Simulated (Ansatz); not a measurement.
# Cl2H2Si: the cost of one run

Program: Ansatz 0.2.0. Level of theory: RKS r2SCAN-D4/def2-SVP. These are calculated values, not measurements.

## 1. Reference run: SiH₂Cl₂, relaxed

input.yaml

```yaml
crystal:
  periodic: [false, false, false]
  atoms:
    - { symbol: Si, position_ang: [-0.342819, 0.450535, 0.275202] }
    - { symbol: Cl, position_ang: [0.819767, 1.917569, -0.598205] }
    - { symbol: H, position_ang: [0.297804, -0.72819, 1.064585] }
    - { symbol: Cl, position_ang: [0.782604, -1.922333, -0.141335] }
    - { symbol: H, position_ang: [-1.557356, 0.28232, -0.600247] }
basis:
  gaussian: { orbitals: def2-SVP }
hamiltonian:
  xc: r2scan
  dispersion: d4
output:
  forces: true
relax:
  f_tol: 0.02
  max_steps: 120
  constraints: [{ distance: [0, 2] }, { distance: [0, 3] }, { distance: [2, 3] }]
  escape_saddle: false
```

The run is started by

```bash
> ansatz run input.yaml --threads 1 --pin off --max-ram 2560MiB --backend cpu --events-out ev --progress --plain --runs-dir out
```

Q: Estimate wall time and peak memory on 1 thread of Arm Neoverse N1, shared host.

About 23 s, with a peak of 0.13 GiB.
